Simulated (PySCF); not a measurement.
NMR data sheet: C$_{4}$H$_{7}$N

```yaml
Formula: C4H7N
SMILES: C=C[C@H]1CN1
Point_group_of_the_computed_structure: C1
Degrees_of_unsaturation: 2
Carbon_signals: 4
Proton_signals: 7
```

Numbering as in the mapped SMILES `[CH2:1]=[CH:2][C@H:3]1[CH2:4][NH:5]1` (H(Xn): hydrogen on atom n). Ha(C4) is cis to C2 on the ring; Ha(C1) is cis to C3; Hb(C4) is trans to C2 on the ring; Hb(C1) is trans to C3.

Theory: GIAO PBE0/pcSseg-1 shieldings, coordinates at the GFN2-xTB level, in PySCF (no relativistic terms, in vacuum, single conformer).

Scale: TMS for 1H (31.72 ppm), 13C (186.93 ppm); 15N (267.73 ppm) against NH3 (reference shieldings calculated alike).

```tsv
carbon	δC, type	δH (multiplicity)	HMBC from (2–3 bonds)	span of the C tensor (ppm)
C1	112.8, CH2	Ha(C1) 4.91 (m); Hb(C1) 5.20 (m)	H(C2), H(C3)	226
C2	150.3, CH	6.84 (m)	Hb(C1), Ha(C1), H(C3), Hb(C4), Ha(C4)	242
C3	29.4, CH	2.06 (m)	H(C2), Hb(C1), Ha(C1), Hb(C4), Ha(C4)	93
C4	36.4, CH2	Ha(C4) 1.65 (m); Hb(C4) 1.89 (m)	H(C2), H(C3)	75
```

Other nuclei:
| atoms | nucleus | environment | δ (ppm) | σ (ppm) |
| --- | --- | --- | --- | --- |
| H(N5) | 1H | hydrogen on an amine nitrogen | 0.00 | 31.72 |
| N5 | 15N | amine nitrogen | 51.5 | 216.2 |

- Carbon types of the structure: 2 × CH, 2 × CH2, leaving 1 H on heteroatoms.
- δC 150.3: alkene CH; an sp2 carbon of a C=C bond.
- δC 112.8: terminal =CH2 carbon; as expected for a trigonal carbon in a double bond.
- δC 36.4, 29.4: aziridine ring carbon; pulled downfield by the heteroatom.
- δH 5.20, 4.91: hydrogen on a terminal =CH2 carbon; olefinic region.
- δH 0.00: hydrogen on an amine nitrogen; exchangeable; this is the value without hydrogen bonding to other molecules.

OH and NH positions are those of a molecule without intermolecular hydrogen bonds; in solution they move with solvent, concentration and temperature, and exchange usually removes their couplings. Shifts are as computed. Against solution values, carbons near 30 ppm lie about +3 ppm off and those near 130 ppm about +5 ppm. Of 1211 compounds with measured shifts, 218 miss one by over three times the rms of a fit or turn the order of signals round; such compounds aren't used in these exercises. Experimental scales use liquid or dissolved standards, which lie at an offset from isolated NH3 (liquid NH3: subtract about 20 ppm). Multiplicities follow the n + 1 count of equivalent neighbours, as no J values were calculated; m marks all less simple cases, F and P coupling included.
